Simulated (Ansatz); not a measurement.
tert-butyl cation (C4H9), SMILES C[C+](C)C, charge +1. Atoms are numbered in the order given.

```xyz
13

C     -0.3325     1.3959     0.2470
C      0.0000     0.0000     0.0001
C      1.3494    -0.4833     0.2562
C     -1.0169    -0.9126    -0.5031
H     -0.7299     1.8258    -0.6948
H      0.4907     2.0070     0.6342
H     -1.2082     1.4349     0.9251
H      2.0650     0.1576    -0.2961
H      1.5135    -1.5424     0.0273
H      1.5938    -0.2698     1.3167
H     -0.6381    -1.3715    -1.4386
H     -1.0825    -1.7773     0.1874
H     -2.0043    -0.4644    -0.6616
```
Charge +1, spin multiplicity 1.

Geometry: PBE0-D3(BJ)/def2-SVP.

Two levels are set side by side: PBE-D3(BJ)/def2-SVP (Ansatz, a first-principles code) and PBE0-D3(BJ)/def2-SVP (Ansatz). Each level has its own optimised geometry; the coordinates shown are those of the second. Differences are taken from unrounded values.

| quantity | PBE0-D3(BJ) | PBE-D3(BJ) | PBE-D3(BJ) minus PBE0-D3(BJ) |
|---|---|---|---|
| mean bond length (Å) | 1.192 | 1.201 | 0.008 |
| bond C1–C2 (Å) | 1.456 | 1.463 | 0.007 |
| bond C2–C3 (Å) | 1.456 | 1.463 | 0.007 |
| bond C2–C4 (Å) | 1.456 | 1.463 | 0.007 |
| bond C1–H5 (Å) | 1.109 | 1.118 | 0.009 |
| bond C1–H6 (Å) | 1.096 | 1.104 | 0.008 |
| bond C1–H7 (Å) | 1.108 | 1.117 | 0.009 |
| bond C3–H8 (Å) | 1.108 | 1.117 | 0.009 |
| bond C3–H9 (Å) | 1.096 | 1.104 | 0.008 |
| bond C3–H10 (Å) | 1.109 | 1.118 | 0.009 |
| bond C4–H11 (Å) | 1.109 | 1.118 | 0.009 |
| bond C4–H12 (Å) | 1.108 | 1.118 | 0.009 |
| bond C4–H13 (Å) | 1.096 | 1.104 | 0.008 |

Exact exchange shortens and stiffens bonds; PBE has none. Differences between two approximate levels are no errors against the true value.
